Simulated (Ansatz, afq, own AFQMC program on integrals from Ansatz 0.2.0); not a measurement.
# BSiH3, singlet in cc-pVDZ, levels against CCSDT(Q)

| atom | x (Å) | y (Å) | z (Å) |
| --- | --- | --- | --- |
| Si | -0.4553 | -0.0039 | 0.0004 |
| B | 1.4369 | 0.0124 | -0.0012 |
| H | -0.9189 | 1.2383 | 0.0026 |
| H | -0.9018 | -0.6325 | 1.0791 |
| H | -0.9037 | -0.6293 | -1.0794 |

Connectivity, by distances: SiH3–B.

Basis cc-pVDZ. Only valence electrons are correlated. Ansatz 0.2.0 and our own AFQMC program on the same integrals; the CISD trial comes from CCSD amplitudes, and released means the phaseless constraint is let go. Free projection: walkers drawn from exp(T), propagated without any constraint. Its projection time is finite, and what remains of the start isn't in its error. Error bars are statistical, one sigma.

Determinant: RHF, the one that the program's search chose, which needn't be the lowest solution. The geometry is a point of a scan.

No full CI on the walks' own integrals is used here; CCSDT(Q) serves as the reference and is uncertain by about the last step of the cluster series.

Cautions: higher spins were not checked; restricted determinant unstable towards unrestricted (UHF 448 meV lower, ⟨S²⟩ 0.74).

The T1 diagnostic is 0.0171 and the weight of the determinant in the CISD state is 0.853. The size of the correlated space is 10 electrons in 41 orbitals.

```csv
level,correlation energy (eV)
MP2,-4.2962
CCSD,-5.6208
CCSD(T),-5.7588
```

Q: Estimate where phaseless AFQMC with a CISD trial lies against CCSD(T) on the same integrals.

A: 2.5 ± 1.0 kJ/mol below CCSD(T).

Reference: CCSDT(Q), correlation energy -5.798 eV. The released energy is read at 1.62 1/Eh, later times being too noisy (meV from the phaseless value at times in 1/Eh: -2 ± 10 at 0.24, 3 ± 11 at 0.51, 4 ± 12 at 0.99, 11 ± 13 at 1.62, -9 ± 20 at 2.40).

| level | E − E(reference) (kJ/mol) | share of correlation (%) |
| --- | --- | --- |
| CCSD(T) | 3.7 | 99.33 |
| CCSDT | 0.7 | 99.87 |
| ph-AFQMC/HF | -22.3 ± 5.0 | 103.99 |
| ph-AFQMC/CISD | 1.2 ± 1.0 | 99.78 |
| released AFQMC | 2.3 ± 1.2 | 99.59 |
| free AFQMC | -0.2 ± 1.2 | 100.03 |

Free projections are given only where their last times agree within the noise and don't stop above the reference; a slow remainder of the start can still hide under it. A walk keeps the symmetry of its determinant, which the program's search chose and which needn't be the lowest solution, so a lower state of the same spin and another symmetry isn't excluded. Released energies are given only where the last usable release times agree within the noise; a slower fall can still hide under it.
